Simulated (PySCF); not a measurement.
# `S=CC=C`, C$_{3}$H$_{4}$S

Geometry:
```
atom   x (Å)   y (Å)   z (Å)
  C1  -1.257   0.184  -0.082
  C2  -0.100  -0.448   0.129
  C3   1.171   0.186  -0.034
  S4   2.593  -0.567   0.215
  H5  -2.206  -0.308   0.044
  H6  -1.285   1.217  -0.390
  H7  -0.079  -1.484   0.438
  H8   1.171   1.228  -0.344
```

Level of theory: quadratic response BHandHLYP/def2-SVPD first hyperpolarisability, Taylor convention, gas phase (PySCF 2.14.0). Geometry: GFN2-xTB.

Task: Give the tensor of the second harmonic β(−2ω;ω,ω) at 1550 nm in the axes of these coordinates.

Result: In au, Taylor convention; rows are the first index (the induced dipole):
|  | xx | yy | zz | xy | xz | yz |
| --- | --- | --- | --- | --- | --- | --- |
| x | -370.3 | -37.6 | -43.1 | -67.8 | +14.5 | -3.5 |
| y | -61.1 | +72.8 | +16.5 | -33.8 | -3.4 | -14.7 |
| z | +12.4 | -15.1 | -14.4 | -3.5 | -39.2 | +15.1 |

Norm of βᵢ = ⅓ Σⱼ (βᵢⱼⱼ + βⱼᵢⱼ + βⱼⱼᵢ): 446.8 au, hyper-Rayleigh value 176.6 au.
